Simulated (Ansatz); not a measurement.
Two shapes of singlet C₄H₁₀.

Shape 1:

```xyz
14

C     0.0000    0.0000    0.0000
C     0.0000    0.8556    1.2684
C     0.0000    0.0000    2.5368
C     0.0000    0.8556    3.8053
H     0.0000    0.6484   -0.8762
H     0.8898   -0.6294   -0.0144
H    -0.8898   -0.6294   -0.0144
H    -0.8818    1.4963    1.2684
H     0.8818    1.4963    1.2684
H     0.8818   -0.6407    2.5368
H    -0.8818   -0.6407    2.5368
H     0.0000    0.2072    4.6815
H     0.8898    1.4849    3.8197
H    -0.8898    1.4849    3.8197
```

Shape 2:

```xyz
14

C    -0.0482   -0.0073   -0.0109
C    -0.0075    0.8079    1.2554
C    -0.0392    0.0065    2.5065
C    -0.0197    0.8678    3.7610
H     0.0443    0.6281   -0.8873
H     0.9053   -0.6670   -0.0434
H    -0.8796   -0.6595    0.0242
H    -0.9237    1.5120    1.2907
H     0.8323    1.5013    1.2729
H     0.9183   -0.6407    2.5026
H    -0.8820   -0.6694    2.5778
H     0.0329    0.2245    4.6480
H     0.8929    1.5344    3.8128
H    -0.8451    1.4707    3.8369
```

Basis set: 6-31G* (spherical functions). Left uncorrelated: 4 orbitals. Charge 0, multiplicity 1.

Computed with Ansatz (development build ahead of 0.2.0); each method stands on the lowest determinant of its kind that the runs found.

Problem. Which shape is lower in energy, and by how much in each method?

Solution.

```csv
method,E(2) − E(1) (eV)
RHF,0.461
RHF-MP2,0.412
```

Shape 1 is lower.
